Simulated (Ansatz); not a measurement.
Consider the substitution at a C–O bond: `CCC(O)(O)F` + H–F → `CCC(O)(F)F` + H₂O.

Gas-phase electronic energies from Ansatz, PBE0-D4/def2-TZVP geometries. CBS: MP2 limit from def2 TZ/QZ plus the TZ coupled-cluster correction, frozen cores. This one scheme is used for every species. Functionals use def2-TZVPP. B3LYP here is the variant with VWN-RPA as its local correlation; programs differ in this. Each species was taken in one conformer, which may not be the lowest.

`CCC(O)(O)F`:

Z-matrix (Å, degrees):
```
C
C 1 1.516
H 1 1.091 2 110.4
H 1 1.091 2 110.9 3 -119.8
H 1 1.091 2 111.3 3 120.1
C 2 1.515 1 113.1 3 -179.2
H 2 1.094 1 111.1 3 -58.3
H 2 1.092 1 111.2 3 60.3
O 6 1.375 2 108.5 1 -177.1
O 6 1.390 2 114.4 1 57.4
F 6 1.370 2 109.6 1 -58.0
H 9 0.965 6 107.2 2 -178.3
H 10 0.962 6 107.5 2 61.2
```

H–F:

Z-matrix (Å, degrees):
```
F
H 1 0.920
```

`CCC(O)(F)F`:

Z-matrix (Å, degrees):
```
C
C 1 1.517
H 1 1.091 2 111.2
H 1 1.091 2 110.1 3 119.7
H 1 1.091 2 111.2 3 -120.6
C 2 1.505 1 113.1 3 60.3
H 2 1.092 1 111.3 3 -179.5
H 2 1.092 1 111.3 3 -59.9
F 6 1.367 2 111.0 1 57.8
O 6 1.354 2 110.8 1 -180.0
F 6 1.367 2 111.0 1 -57.7
H 10 0.965 6 108.5 2 -180.0
```

H₂O:

Z-matrix (Å, degrees):
```
O
H 1 0.960
H 1 0.960 2 105.1
```

Question: Is it downhill or uphill in electronic energy at CCSD(T)/CBS, and by how much? (Estimate.)

Answer: The calculation gave: Downhill: ΔE = -9.5 kJ/mol.

Question: What do these levels give: PBE-D4, r2SCAN-D4, PBE0-D4, ωB97M-V, B2PLYP, PBE, B3LYP, HF/def2-TZVPP, CCSD(T)/def2-TZVPP, MP2/def2-QZVPP, MP2/CBS(def2), CCSD/CBS(def2)? (An estimate is asked.)

Answer: Computed: PBE-D4 -13.9, r2SCAN-D4 -16.8, PBE0-D4 -12.6, ωB97M-V -14.7, B2PLYP -15.0, PBE -16.3, B3LYP -18.9, HF/def2-TZVPP -20.9, CCSD(T)/def2-TZVPP -9.7, MP2/def2-QZVPP -6.7, MP2/CBS(def2) -6.4, CCSD/CBS(def2) -10.8 kJ/mol.

Largest T1 diagnostic among the species: 0.011.

In def2-TZVPP, CCSD(T) changes the Hartree–Fock value by +11.3 kJ/mol (the triples alone add +1.2 kJ/mol) and MP2 by +14.3 kJ/mol. The D4 term adds +3.7 kJ/mol with B3LYP and +2.0 kJ/mol with PBE0; it sums over pairs of atoms, weighted by their polarisabilities, and B3LYP, whose exchange is more repulsive, gets the larger term.
